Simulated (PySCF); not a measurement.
## Ionisation energy of F by level of theory

F [He] 2s2 2p5 (2P) → F⁺ [He] 2s2 2p4 (3P), as a difference of total energies. Calculation: PySCF 2.14, in aug-cc-pVQZ (6s5p4d3f2g, 80 functions); no relativity, point nucleus. Correlated levels: valence: 1s2 frozen. The calculations carry no spin-orbit coupling.

```json
{"method": "UHF", "ionisation energy (eV)": "15.653"}
{"method": "LDA", "ionisation energy (eV)": "17.959"}
{"method": "PBE", "ionisation energy (eV)": "17.658"}
{"method": "r2SCAN", "ionisation energy (eV)": "17.537"}
{"method": "HSE06", "ionisation energy (eV)": "17.461"}
{"method": "B2PLYP", "ionisation energy (eV)": "17.493"}
{"method": "TPSSh", "ionisation energy (eV)": "17.374"}
{"method": "MP2 (valence)", "ionisation energy (eV)": "17.395"}
{"method": "SCS-MP2 (valence)", "ionisation energy (eV)": "17.401"}
```

Task: Estimate what PBE0 gives.

Result: 17.447 eV, closest to HSE06 among the rows shown.

Task: Estimate what revPBE gives.

Result: 17.550 eV, closest to r2SCAN among the rows shown.

Errors of the correlated levels include the incompleteness of this basis and the frozen core.

For comparison: 17.427 eV (measured; NIST levels, between the centres of gravity of the two terms).
